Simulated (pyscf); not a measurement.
This saddle point was located with ωB97X-D3(BJ)/def2-SVP in PySCF.

```
Si
H 1 1.4891
H 1 1.5111 2 109.51
F 1 1.9017 2 99.51 3 -158.71
H 4 1.2147 1 77.35 2 94.21
F 5 1.0918 4 136.14 1 1.94
```
Charge 0, spin multiplicity 2.

Surface: doublet, charge 0. Lowest wavenumbers (cm⁻¹): 571i, 236, 495, 669, 724.

Q: Which two sides does it connect, and which bonds change?

A: F–SiH₂• (SMILES F[SiH2]) + HF (SMILES F) <-> F–SiH₂• (SMILES F[SiH2]) + HF (SMILES F), a four-centre exchange read from left to right: F–Si, F–H broken and F–Si, F–H formed. At CCSD(T)/def2-TZVPP + ΔMP2(QZVPP) it lies +1.09 eV from the left side and +1.09 eV from the right (each side as separated species at their lowest minima found). On the reactant side the descent ends in a complex, 0.18 eV under the separated species and 1.15 eV under the saddle at ωB97X-D3(BJ)/def2-TZVP. At ωB97X-D3(BJ) the barrier from the zero used here is 0.97 eV. One saddle was located; it need not be the lowest between these sides. The CCSD(T) − MP2 part came from Ansatz, without density fitting, on the same reference.
